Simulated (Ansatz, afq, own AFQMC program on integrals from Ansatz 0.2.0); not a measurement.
Two steps: Ansatz 0.2.0 writes the Fock matrix and Cholesky factors of the valence space, and afq projects on them the lowest state that overlaps trial and start.

```yaml
crystal:
  periodic: [false, false, false]
  atoms:
    - {symbol: N, position_ang: [0.000000, 0.000000, 0.000000]}
    - {symbol: O, position_ang: [0.000000, 0.000000, 1.402844]}
basis:
  gaussian: {orbitals: 6-31G}
magnetization: {spin_polarized: true, initial_magnetization: 3}
correlation: {method: ccsd_t, electrons: outside_noble_gas, hamiltonian_folder: ham}
```

```sh
$ ansatz run in.yaml --threads 1 --pin off --events-out ev --progress --plain --max-ram 24576MiB --backend cuda --devices 0, --max-vram 18GiB
```

Options of the walk:

```
--method free --trial mp1 --walkers 100 --time-step 0.01 --max-blocks 120 --target-error 0.0008 --factor-cut 1e-05 --seed 3836 --times 0.0,0.5,1.0,2.0,3.0,4.0 --taylor-order 10
```

Times are imaginary, in 1/Eh. The walk had a cap of 60 s.

Log:

```
orbitals 16  electrons 7 4  factors 92 of 210
reference energy -129.10319834 Eh
CCSD correlation -0.16111673 Eh in 12 cycles, weight of the determinant in the CISD state 0.9199
repeat  energy at the last time / Eh  error
    10  -129.268473  0.000714
    20  -129.268960  0.000571
    30  -129.269135  0.000436
time / (1/Eh)  energy / Eh  error  mean overlap
  0.00  -129.264179  0.000200  1.0556
  0.50  -129.268007  0.000301  1.0451
  1.00  -129.268965  0.000315  1.0398
  2.00  -129.268519  0.000412  1.0386
  3.00  -129.269828  0.000409  1.0243
  4.00  -129.269210  0.000430  1.0257
energy -129.269210 +/- 0.000430 Eh
```

The run passed its tests (error under three times the target), which doesn't prove that it has relaxed.

Against this walk (error 11.7 meV) on the same determinant: CCSD(T) 40.0 meV higher, CCSDT(Q) 3.9 meV higher (within the noise), CCSDTQ 4.5 meV higher (within the noise), full CI 3.7 meV higher (within the noise). The error is statistical, and a free projection of finite length keeps a remainder of its start. The last points scatter (meV from the last: 33 ± 8 at 0.50, 7 ± 9 at 1.00, 19 ± 11 at 2.00, -17 ± 11 at 3.00, 0 ± 12 at 4.00); the last is the one printed as the energy, and the gaps above move with that scatter.

Cautions: remainder of the start not in the error; lower spins were not checked.

The walk took 22 s on 1 × NVIDIA H100 80GB HBM3 with 2 threads of AMD EPYC 7R13 Processor (Zen 3), with other jobs on the host (the card was shared). The log's last line is the free-projection energy.

CCSDT and higher add their correlation energy to the determinant of the CCSD(T) run, since their own runs factorise the integrals more tightly (a shift of under 2 meV).
